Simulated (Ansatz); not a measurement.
System: solid iodine. Method: PBEsol (plane waves, PAW; Ansatz, a program for electronic structure).

Settings: plane-wave cutoff 520 eV, 6×6×2 k mesh (along the axes of the cell as run), Fermi–Dirac smearing 0.01 eV, scalar-relativistic PAW data made under PBE.

Starting structure:

```
CELL_PARAMETERS angstrom
      3.63500    -2.39500     0.00000
      3.63500     2.39500     0.00000
      0.00000     0.00000     9.79000
ATOMIC_POSITIONS crystal
  I  0.15400 0.84600 0.88300
  I  0.34600 0.65400 0.38300
  I  0.65400 0.34600 0.61700
  I  0.84600 0.15400 0.11700
```

Q: Into what structure does the relaxation of cell and atoms lead at this level, with the symmetry of the start kept?

A: The volume falls by 6.6 %; final space group Cmce.
```
CELL_PARAMETERS angstrom
      3.75114    -2.19574     0.00000
      3.75114     2.19574     0.00000
      0.00000     0.00000     9.66785
ATOMIC_POSITIONS crystal
  I  0.17041 0.82959 0.87728
  I  0.32959 0.67041 0.37728
  I  0.67041 0.32959 0.62272
  I  0.82959 0.17041 0.12272
```

Note: the cell comes from a level without a dispersion term, which matters for the spacing of layers, chains or molecules.
